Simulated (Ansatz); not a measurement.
H$_{2}$SO (SMILES OS), singlet: a trajectory.

Input (in.yaml):

```yaml
crystal:
  periodic: [false, false, false]
  atoms:
    - {symbol: O, position_ang: [-0.041970, -0.852290, -0.158680]}
    - {symbol: S, position_ang: [-0.082010, 0.760660, -0.545740]}
    - {symbol: H, position_ang: [-0.781000, -1.065340, 0.423390]}
    - {symbol: H, position_ang: [0.904990, 1.156980, 0.281020]}
basis:
  gaussian: {orbitals: def2-SVP}
hamiltonian: {xc: pbe0, dispersion: d4}
md: {n_steps: 30, timestep: 0.5, temperature: 1500, ensemble: npt_langevin, seed: 575, friction: 0.002, pressure: 1.0, initial_velocities: maxwell_boltzmann}
```

Run by:

```bash
ansatz run in.yaml --threads 2 --pin off --events-out ev --progress --plain --max-ram 3481MiB
```

What Ansatz 0.2.0 printed:

```
Error: invalid value for `basis.gaussian`: such a run doesn't read md.pressure; remove what it names
```

The run took about 0.05 s on 2 CPU threads of an Arm Neoverse V2 (shared host).


The program refused the input. A pressure has no meaning for a molecule without a cell.